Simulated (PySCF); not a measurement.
**Telling isomers of C₆H₈ apart by NMR**

- shieldings: GIAO PBE0/pcSseg-1
- geometry: GFN2-xTB
- program: PySCF 2.14.0 with density-fitted response routines
- no solvent, one computed conformer, non-relativistic Hamiltonian, one averaged value for each set of equivalent atoms

δ = σ(ref) − σ, references computed at the same level: ¹H, ¹³C vs TMS. Where no couplings were computed, multiplicities follow the n + 1 count of equivalent neighbours, and m marks all less simple cases (inequivalent or close neighbours, rings, F or P nearby). Shifts are as computed. Against solution values, carbons near 30 ppm lie about +3 ppm off and those near 130 ppm about +5 ppm. Of 1211 compounds with measured shifts, 218 miss one by over three times the rms of a fit or turn the order of signals round; such compounds aren't used in these exercises.

(1) Tabulate the signals of `C=C/C=C/C=C`, `C1=CC1C1CC1` and their relative energies.

(2) What is the quickest way to tell C=C/C=C/C=C from C1=CC1C1CC1?

Answers

(1) 
| SMILES | carbon types | δC | δH | E rel. (kcal/mol) |
| --- | --- | --- | --- | --- |
| C=C/C=C/C=C | 4×CH 2×CH2 | 145.7, 142.6, 125.6 | 6.65 (m, 2H), 6.44 (m, 2H), 5.57 (m, 2H), 5.47 (m, 2H) | 0.0 |
| C1=CC1C1CC1 | 4×CH 2×CH2 | 127.5, 23.9, 21.5, 5.1 | 7.67 (m, 2H), 0.74 (m, 1H), 0.47 (m, 2H), 0.23 (m, 2H), -0.18 (m, 1H) | 40.9 |

Energies are electronic energies at PBE0/pcSseg-1 on these geometries, without zero-point or thermal terms, each for the one conformer computed, which needn't be the lowest.

(2) Count the carbon signals: 3 against 4. The first has a terminal =CH2 carbon at 125.6 ppm, the second a three-membered-ring carbon (CH) at 23.9 ppm. Their most deshielded carbons lie at 145.7 and 127.5 ppm. In the proton spectra the most deshielded non-exchanging signals are 6.65 (m, 2H) and 7.67 (m, 2H).
